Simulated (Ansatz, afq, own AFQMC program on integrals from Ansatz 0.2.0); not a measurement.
**Where AFQMC and coupled cluster stand for Br⁺, triplet**

A free Br cation.

Basis cc-pVQZ. Only valence electrons are correlated. Integrals, coupled cluster, full CI and functionals: Ansatz 0.2.0; the random walks run on the same integrals in our own AFQMC program. The CISD trial takes its coefficients from CCSD amplitudes. Released means that phaseless walkers are propagated on without the constraint, phases kept. Free AFQMC starts from the CCSD state and is never constrained. Its projection time is finite, and what remains of the start isn't in its error. Uncertainties: one standard error, sampling alone. No spin–orbit coupling.

Determinant: UHF, the one that the program's search chose, which needn't be the lowest solution.

No full CI on the walks' own integrals is used here; CCSDT(Q) serves as the reference and is uncertain by about the last step of the cluster series.

Cautions: no relativity below Rb; no spin-orbit coupling; inner d shell frozen.

The T1 diagnostic is 0.0077. The weight of the determinant in the CISD state is 0.945, the ⟨S²⟩ of the determinant is 2.010 and the size of the correlated space is 6 electrons in 54 orbitals.

```csv
level,correlation energy (eV)
MP2,-3.1236
CCSD,-3.6284
CCSD(T),-3.7388
```

Task: Estimate where AFQMC with the constraint released lies against CCSD(T) on the same integrals.

Result: 18.6 ± 1.0 meV below CCSD(T).

Reference: CCSDT(Q), correlation energy -3.757 eV. The released energy is read at 1.62 1/Eh, later times being too noisy (meV from the phaseless value at times in 1/Eh: -3.8 ± 1.1 at 0.24, -5.7 ± 0.7 at 0.51, -8.1 ± 0.7 at 0.99, -9.7 ± 1.0 at 1.62, -93 ± 82 at 2.40).

| level | E − E(reference) (meV) | share of correlation (%) |
| --- | --- | --- |
| CCSD(T) | 18.2 | 99.52 |
| CCSDT | 2.6 | 99.93 |
| ph-AFQMC/HF | 66.6 ± 14.2 | 98.23 |
| ph-AFQMC/CISD | 9.2 ± 1.2 | 99.75 |
| released AFQMC | -0.5 ± 1.0 | 100.01 |
| free AFQMC | -2.3 ± 1.4 | 100.06 |

Free projections are given only where their last times agree within the noise and don't stop above the reference; a slow remainder of the start can still hide under it. A walk keeps the symmetry of its determinant, which the program's search chose and which needn't be the lowest solution, so a lower state of the same spin and another symmetry isn't excluded. Released energies are given only where the last usable release times agree within the noise; a slower fall can still hide under it.
